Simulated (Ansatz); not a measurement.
# OF2 (oxygen difluoride) at 6 levels

Aim: a comparison of 6 runs (HF/STO-3G, B2PLYP/STO-3G, BLYP/STO-3G, revPBE/STO-3G, MP2/STO-3G, FCI/STO-3G) of OF2 (oxygen difluoride). 

The results are computed with Ansatz 0.2.0.

43 further runs of the same task are left out: 6 that didn't finish, 37 set aside as unsound or not needed.

### Step 1. The system as given

The species is OF2 (3 atoms), meant as a singlet with charge 0. As SMILES, `FOF`. The O2–F1 distance was set to 2.761 Å, away from the relaxed value. At this shape a bond of the SMILES string is far longer than usual.

Bond lengths: O2–F3 1.381 Å.

### Step 2. The energy at HF/STO-3G (run 1)

molecule.yaml reads:

```yaml
crystal:
  periodic: [false, false, false]
  atoms:
    - {symbol: F, position_ang: [1.906083, -1.243852, 0.914510]}
    - {symbol: O, position_ang: [0.000520, 0.563910, 0.062040]}
    - {symbol: F, position_ang: [-0.953810, -0.223960, -0.550310]}
basis:
  gaussian:
    orbitals: STO-3G
hamiltonian:
  xc: hf
accuracy: high
```

On the command line:

```console
ansatz run molecule.yaml --threads 1 --pin off --max-ram 3480MiB --events-out events.jsonl --progress --plain --runs-dir runs
```

The program printed:

```text
Warning: RAYON_NUM_THREADS=1 ignored (pool sized by the plan → 1); use --threads N
Functional definition: HF
  name "HF"
  exchange = exact_x
  correlation = 0
230 factors; integrals over basis functions are off by at most 4.5e-8 eV
mean field evaluation 1: about -7321.9882 eV, gradient 1.5e1 eV
mean field evaluation 2: about -7322.0495 eV, gradient 1.5e1 eV
mean field evaluation 4: about -7318.2376 eV, gradient 3.5e1 eV
mean field evaluation 8: about -7331.9997 eV, gradient 1.0e0 eV
mean field evaluation 16: about -7332.0032 eV, gradient 2.8e-8 eV
mean field evaluation 32: about -7324.0994 eV, gradient 2.9e1 eV
mean field evaluation 64: about -7331.1616 eV, gradient 5.4e0 eV
mean field evaluation 96: about -7319.1412 eV, gradient 4.1e1 eV
mean field -7332.00317870 eV, -269.4461470071 hartree, gradient 2.8e-8 eV, S^2 0.000000; 3 other end points of the search recorded, 0 dependent functions left out
reference -7332.00317870 eV, -269.4461470071 hartree; 13, 13 occupied and 2, 2 virtual orbitals, 230 factors
Total energy: -7332.00317870 eV, -269.4461470071 hartree
```

It took 0.16 s on 1 thread of Intel Xeon 6975P-C (Granite Rapids), shared host.

### Step 3. The energy at B2PLYP/STO-3G (run 2)

molecule.yaml: that of step 2 with these lines changed.

```diff
@@ -1 +1,4 @@
+basis:
+  gaussian:
+    orbitals: STO-3G
 crystal:
@@ -6,7 +9,6 @@
     - {symbol: F, position_ang: [-0.953810, -0.223960, -0.550310]}
-basis:
-  gaussian:
-    orbitals: STO-3G
 hamiltonian:
-  xc: hf
+  xc: {name: B2PLYP}
+correlation:
+  frozen_orbitals: {F: 1, O: 1}
 accuracy: high
```

On the command line:

```console
ansatz run molecule.yaml --threads 1 --pin off --max-ram 3480MiB --events-out events.jsonl --progress --plain --runs-dir runs
```

The program printed (excerpt; [...] marks lines left out):

```text
Warning: RAYON_NUM_THREADS=1 ignored (pool sized by the plan → 1); use --threads N
Functional definition: B2PLYP
  name "B2PLYP"
[...]
230 factors; integrals over basis functions are off by at most 4.5e-8 eV
[...]
mean field -7353.34814207 eV, -270.2305599426 hartree, gradient 1.6e-8 eV, S^2 0.000000; 4 other end points of the search recorded, 0 dependent functions left out; unrestricted orbitals would lower it
3 core orbitals not correlated: weight in the atoms' cores, before any rotation towards them, 1.000 or more for the frozen orbitals, at most 0.000 for the correlated occupied ones
reference -7353.34815116 eV, -270.2305602768 hartree; 10, 10 occupied and 2, 2 virtual orbitals, 230 factors
second order -16.72560201 eV of doubles, -0.00000000 eV of singles
Total energy: -7357.86406370 eV, -270.3965170017 hartree
```

It took 0.69 s on 1 thread of Intel Xeon 6975P-C (Granite Rapids), shared host.

Runs 3 to 5 aren't shown in full; the table further down has their settings and results.

### Step 4. The energy at FCI/STO-3G (run 6)

in.yaml reads:

```yaml
crystal:
  periodic: [false, false, false]
  atoms:
    - {symbol: F, position_ang: [1.906083, -1.243852, 0.914510]}
    - {symbol: O, position_ang: [0.000520, 0.563910, 0.062040]}
    - {symbol: F, position_ang: [-0.953810, -0.223960, -0.550310]}
basis:
  gaussian: {orbitals: STO-3G}
correlation: {method: fci, frozen_orbitals: {F: 1, O: 1}}
accuracy: high
```

On the command line:

```console
ansatz run in.yaml --threads 1 --pin off --max-ram 3480MiB --events-out events.jsonl --progress --plain --runs-dir runs
```

The program printed (excerpt; [...] marks lines left out):

```text
Warning: RAYON_NUM_THREADS=1 ignored (pool sized by the plan → 1); use --threads N
[... 2 set-up lines as earlier in the session ...]
[...]
230 factors; integrals over basis functions are off by at most 4.5e-8 eV
[...]
mean field -7332.00317870 eV, -269.4461470071 hartree, gradient 2.8e-8 eV, S^2 0.000000; 10 other end points of the search recorded, 0 dependent functions left out; unrestricted orbitals would lower it
[...]
determinant -7332.00317870 eV, -269.4461470071 hartree, with singles and doubles -7341.01828027 eV, -269.7774458791 hartree
determinant -7331.41832436 eV, -269.4246540065 hartree, with singles and doubles -7340.75862761 eV, -269.7679038197 hartree
determinant -7332.00317870 eV, -269.4461470071 hartree, with singles and doubles -7342.85545108 eV, -269.8449606610 hartree
determinant -7331.41832436 eV, -269.4246540065 hartree, with singles and doubles -7342.82480968 eV, -269.8438346104 hartree
unrestricted determinant -7341.28677654 eV, -269.7873129350 hartree, S^2 1.0563
3 core orbitals not correlated: weight in the atoms' cores, before any rotation towards them, 1.000 or more for the frozen orbitals, at most 0.000 for the correlated occupied ones
reference -7332.00317870 eV, -269.4461470071 hartree; 10, 10 occupied and 2, 2 virtual orbitals, 230 factors
state -7343.16934587 eV, -269.8564960819 hartree
Total energy: -7343.16934587 eV, -269.8564960819 hartree
```

Wall time 0.63 s (1 thread of Intel Xeon 6975P-C (Granite Rapids), shared host).

### Step 5. All runs side by side

```
run          level  frozen core orbitals  energy (Eh)  wall time
  1      HF/STO-3G                     –  -269.446147     0.16 s
  2  B2PLYP/STO-3G                     3  -270.396517     0.69 s
  3    BLYP/STO-3G                     –  -270.597043     0.77 s
  4  revPBE/STO-3G                     –  -270.614588     0.77 s
  5     MP2/STO-3G                     3  -269.815769     0.24 s
  6     FCI/STO-3G                     3  -269.856496     0.63 s
```

### Step 6. Outcome

| quantity | value |
| --- | --- |
| run 6: total energy | -269.85650 Eh |
| run 6: correlation energy (3 core orbitals frozen) | -410.3 mEh |

Against full CI in this basis: HF +410.3 mEh; MP2 +40.7 mEh. Totals of different functionals can't be ranked against each other. In runs 2, 5 the log says that unrestricted orbitals would lower the reference, so the values rest on an unstable closed-shell determinant (other closed-shell runs at this shape may share the fault). In runs 1, 2, 3, 4, 5, 6 the basis is minimal, so the values are rough. In runs 1, 2, 3, 4, 5 a closed-shell determinant meets a far-stretched bond, which it describes badly. All runs together took 3.3 s, the longest 0.77 s.
